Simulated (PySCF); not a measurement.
# Adding and removing an electron: Cl₂

PBE0; Cl def2-TZVP; no relativity (PySCF 2.14). Neutral (UKS): singlet (closed shell), Re = 1.982 Å, ωe = 579 cm⁻¹, De = 2.57 eV, HOMO -8.65 eV, LUMO -3.00 eV.

Cl₂⁺ (UKS): doublet (π ↑), Re = 1.884 Å, ωe = 678 cm⁻¹, De = 4.23 eV to Cl⁺ + Cl. The energies at the minima are -920.08941 hartree for Cl2 and -919.67407 for Cl₂⁺.

(1) Work out the adiabatic ionisation energy, without and with harmonic zero-point energies (1 hartree = 27.2114 eV, 1 eV = 8065.5 cm⁻¹), and the change of the bond length.

States were picked by a PBE0 search and need not be the measured ground states.

Answers

(1) At PBE0: 0.41534 hartree = 11.302 eV between the minima; the zero-point term (678.0 − 579.0)/2 cm⁻¹ = +0.006 eV makes it 11.308 eV. Re changes by -9.8 pm against the neutral. Minus the HOMO energy is 8.65 eV, -2.65 eV from the value between the minima; self-interaction puts the Kohn–Sham level too high, less so with exact exchange. The electron leaves a π orbital, and the shorter bond of the ion fits an antibonding orbital, or a change in how ionic the bond is.
